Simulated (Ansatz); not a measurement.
in.yaml

```yaml
crystal:
  periodic: [false, false, false]
  atoms:
    - {symbol: Ge, position_ang: [0.000000, -0.021938, 0.687166]}
    - {symbol: N, position_ang: [0.000000, 0.374628, -1.228580]}
    - {symbol: N, position_ang: [0.000000, -0.360400, -2.231759]}
    - {symbol: H, position_ang: [0.000000, 1.383317, -1.436414]}
basis:
  gaussian: {orbitals: cc-pVDZ}
magnetization: {spin_polarized: false, initial_magnetization: 3}
correlation: {method: sc_nevpt2, electrons: valence, active_space: {window: {electrons: 2, orbitals: 200}}}
scf: {omitted_lower_state_checks: [cluster_reference]}
```

```sh
$ ansatz run in.yaml --threads 1 --pin off --events-out ev --progress --plain --max-ram 2393MiB
```

(1) One thing in this input was set wrong on purpose, beside settings that are merely unusual. What is the gravest fault, and what does the program do?

## Answers

(1) Impossible active window. How the run ends: stopped by an error.
```
these checks for a lower state are left out or cut short: cluster_reference
645 factors; integrals over basis functions are off by at most 1.4e-3 eV
mean field evaluation 1: about -59447.2892 eV, gradient 1.6e1 eV
mean field evaluation 2: about -59447.3727 eV, gradient 1.6e1 eV
mean field evaluation 4: about -59448.9800 eV, gradient 3.1e0 eV
mean field evaluation 8: about -59449.1997 eV, gradient 1.1e0 eV
mean field evaluation 16: about -59449.2457 eV, gradient 1.9e-6 eV
mean field evaluation 32: about -59448.3554 eV, gradient 1.6e-3 eV
mean field evaluation 64: about -59446.1928 eV, gradient 6.8e0 eV
mean field evaluation 96: about -59437.8227 eV, gradient 2.8e1 eV
mean field evaluation 128: about -59449.2463 eV, gradient 1.2e-1 eV
mean field -59449.24568490 eV, -2184.7194827741 hartree, gradient 1.6e-6 eV, S^2 3.750000; 9 other end points of the search recorded, 0 dependent functions left out
reference -59449.24568490 eV, -2184.7194827741 hartree; 25, 22 occupied and 35, 38 virtual orbitals, 645 factors
Error: 2 electrons in 200 orbitals form no window around the highest filled level of the reference
```
